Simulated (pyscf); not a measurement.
# Four-centre exchange: `[OH][Sn][OH]` [singlet] + `[NH3]` → `[OH2]` + `[NH2][Sn][OH]` [singlet]

Gas phase, singlet surface, charge 0. Bonds broken: O1–Sn2, N6–H7. Bonds formed: O1–H7, Sn2–N6. Single points on ωB97X-D3(BJ)/def2-SVP structures (PySCF, gas phase).

Transition state (Å):

```xyz
9

O     -2.0366     0.8114    -0.2020
Sn    -0.4676    -0.1729     1.0862
O     -0.8264    -1.9516     0.2255
H     -2.6941     0.2068    -0.5710
H     -0.9101    -1.9523    -0.7353
N      0.2740     0.6683    -0.8449
H     -1.0612     0.8719    -0.8520
H      0.6768     0.0008    -1.5036
H      0.8676     1.4980    -0.8432
```

One imaginary mode, 971i cm⁻¹; descent along it reached the two sides named, in the forms told below.

```json
[
 {"bond": "O1–Sn2", "change": "breaks", "reactant side (Å)": "2.044", "saddle": "2.256", "product side": "2.403"},
 {"bond": "N6–H7", "change": "breaks", "reactant side (Å)": "1.025", "saddle": "1.351", "product side": "2.092"},
 {"bond": "O1–H7", "change": "forms", "reactant side (Å)": "2.281", "saddle": "1.174", "product side": "0.982"},
 {"bond": "Sn2–N6", "change": "forms", "reactant side (Å)": "2.397", "saddle": "2.233", "product side": "2.096"}
]
```

Electronic energies relative to the separated reactants (kcal/mol):

```
level                   barrier  reaction energy  reverse barrier
----------------------  -------  ---------------  ---------------
ωB97X-D3(BJ)/def2-TZVP     -0.7             +7.9             -8.6
PBE/def2-TZVP              -1.4             +8.9            -10.4
r²SCAN/def2-TZVP           -2.3             +8.7            -11.0
B3LYP-D3(BJ)/def2-TZVP      0.3             +8.6             -8.3
PBE0-D3(BJ)/def2-TZVP      -2.3             +7.6             -9.9
M06-2X/def2-TZVP           -1.6             +8.1             -9.7
ωB97M-D3(BJ)/def2-TZVP      0.8             +8.4             -7.5
HF/def2-TZVP               13.3             +8.2              5.1
```

With ωB97M-D3(BJ)/def2-TZVP energies and thermal terms (ideal gas, 1 atm, RRHO with modes under 100 cm⁻¹ raised to 100, one conformer, R ln 2 for chiral ones without a mode under 150 cm⁻¹), in kcal/mol:

```
T (K)   ΔH‡   ΔG‡    ΔH    ΔG
-----  ----  ----  ----  ----
298    -0.7  10.0  +8.0  +7.5
600    -0.4  20.8  +8.3  +6.8
900     0.3  31.2  +8.5  +6.0
1200    1.2  41.3  +8.5  +5.2
```

On the reactant side the descent ends in an adduct with a N–Sn contact, 19.1 kcal/mol under the separated species and 18.4 kcal/mol under the saddle at ωB97X-D3(BJ)/def2-TZVP. On the product side the descent ends in an adduct with a O–Sn contact, 11.9 kcal/mol under the separated species and 3.4 kcal/mol under the saddle at ωB97X-D3(BJ)/def2-TZVP. At ωB97X-D3(BJ)/def2-TZVP, PBE, r²SCAN, PBE0-D3(BJ), M06-2X the saddle lies under the separated reactants, which points to a path from their complex (located at ωB97X-D3(BJ) alone). At ωB97X-D3(BJ)/def2-TZVP, PBE, r²SCAN, B3LYP-D3(BJ), PBE0-D3(BJ), M06-2X, ωB97M-D3(BJ) the saddle lies under the separated products, which points to a path from their complex (located at ωB97X-D3(BJ) alone), and parting the products costs more than the saddle. What is counted as formed (N–Sn) is already present as a longer contact in the reactant adduct; forming that adduct is a step of its own. What is counted as broken (O–Sn) persists as a longer contact in the product adduct; parting that adduct is a step of its own. This is the saddle that the search found; another between the same sides may lie lower. Elements past Kr carry the def2 core potentials, without spin-orbit coupling.
